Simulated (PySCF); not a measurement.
C3H4, SMILES C=C=C (connectivity only; charge and spin as stated), charge +1, multiplicity 2. Atoms are numbered in the order given.

```xyz
7

C     -1.3107     0.0000     0.0000
C      0.0000     0.0000     0.0000
C      1.3107     0.0000     0.0000
H     -1.8727     0.8504    -0.3894
H     -1.8727    -0.8504     0.3894
H      1.8727    -0.8504    -0.3894
H      1.8727     0.8504     0.3894
```
Charge +1, spin multiplicity 2.

Geometry: B3LYP-D3(BJ)/def2-TZVP. The multiplicity is an assumed one; other spin states were not compared.

Two levels are set side by side: PBE/pcH-1 (PySCF) and B3LYP/pcH-1 (PySCF). Contact hyperfine couplings, same geometry. Differences are taken from unrounded values.

```tsv
quantity	PBE
A(iso) of 13C, atom C1 (MHz)	7.1
A(iso) of 13C, atom C2 (MHz)	-11.3
A(iso) of 13C, atom C3 (MHz)	7.1
A(iso) of 1H, atom H4 (MHz)	45.3
A(iso) of 1H, atom H5 (MHz)	45.3
A(iso) of 1H, atom H6 (MHz)	45.3
A(iso) of 1H, atom H7 (MHz)	45.3
```

### Question
These are the PBE values. What does B3LYP give? (An estimate is asked for; the answer gives what the named calculation found.)

### Answer

```json
[
 {"quantity": "A(iso) of 13C, atom C1 (MHz)", "B3LYP": "11.1", "PBE minus B3LYP": "-4.1"},
 {"quantity": "A(iso) of 13C, atom C2 (MHz)", "B3LYP": "-13.3", "PBE minus B3LYP": "2.1"},
 {"quantity": "A(iso) of 13C, atom C3 (MHz)", "B3LYP": "11.1", "PBE minus B3LYP": "-4.1"},
 {"quantity": "A(iso) of 1H, atom H4 (MHz)", "B3LYP": "43.2", "PBE minus B3LYP": "2.0"},
 {"quantity": "A(iso) of 1H, atom H5 (MHz)", "B3LYP": "43.2", "PBE minus B3LYP": "2.0"},
 {"quantity": "A(iso) of 1H, atom H6 (MHz)", "B3LYP": "43.2", "PBE minus B3LYP": "2.0"},
 {"quantity": "A(iso) of 1H, atom H7 (MHz)", "B3LYP": "43.2", "PBE minus B3LYP": "2.0"}
]
```

Rough cost on one machine, each run with all the roots and properties that it gave: B3LYP against PBE within a factor of 2.
